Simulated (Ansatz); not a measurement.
Geometry optimisation, RKS r2SCAN/6-31G* in Ansatz.

input.yaml

```yaml
crystal:
  periodic: [false, false, false]
  atoms:
    - { symbol: B, position_ang: [0.007768, -0.430791, 0.005977] }
    - { symbol: H, position_ang: [-0.07035, -0.815753, 1.131108] }
    - { symbol: F, position_ang: [1.203854, -0.438641, -0.58336] }
    - { symbol: H, position_ang: [-0.949289, -0.119415, -0.647794] }
    - { symbol: Si, position_ang: [0.085971, 2.532941, 1.063788] }
    - { symbol: H, position_ang: [0.808526, 2.955313, 2.29113] }
    - { symbol: H, position_ang: [0.835365, 2.953534, -0.146534] }
    - { symbol: H, position_ang: [-1.289571, 3.092724, 1.045886] }
    - { symbol: H, position_ang: [-0.009574, 1.058387, 1.1046] }
basis:
  gaussian: { orbitals: "6-31G*" }
hamiltonian:
  xc: r2scan
relax:
  f_tol: 0.03
  max_steps: 50
```

Launched with:

```bash
$ ansatz run input.yaml --threads 1 --pin off --max-ram 2048MiB --backend cpu --events-out ev --progress --plain --runs-dir out
```

Q: Where does it end, and by what steps?

A: The run converged. The force dipped under the threshold on the way, but the program's further checks kept it going. After 13 steps the energy has fallen by 0.109 eV; H2 moved furthest, 0.55 Å.

```
step  energy less start (eV)  largest force component (eV/Å)  accepted
   0                  0.0000                           0.480       yes
   1                 -0.0413                           0.783       yes
   2                 -0.0570                           0.523       yes
   3                 -0.0710                           0.311       yes
   4                 -0.0915                           0.124       yes
   5                 -0.1011                           0.071       yes
   6                 -0.1048                           0.107       yes
   7                 -0.1074                           0.036       yes
   8                 -0.1080                           0.028       yes
   9                 -0.0974                           0.512        no
  10                 -0.1082                           0.190       yes
  11                 -0.1087                           0.115       yes
  12                 -0.1089                           0.077       yes
  13                 -0.1091                           0.016       yes
```

```xyz
9
Properties=species:S:1:pos:R:3
B 0.036 -0.633 -0.102
H -0.082 -1.307 0.883
F 1.263 -0.378 -0.540
H -0.887 -0.209 -0.742
Si 0.061 2.672 1.149
H 0.924 3.251 2.211
H 0.739 2.770 -0.168
H -1.242 3.386 1.106
H -0.190 1.236 1.467
```

Whether the end is a true minimum wasn't checked by a vibrational analysis.

Time of the run: 41 s on 1 thread of Arm Neoverse V2 (shared host), peak memory 0.14 GiB.
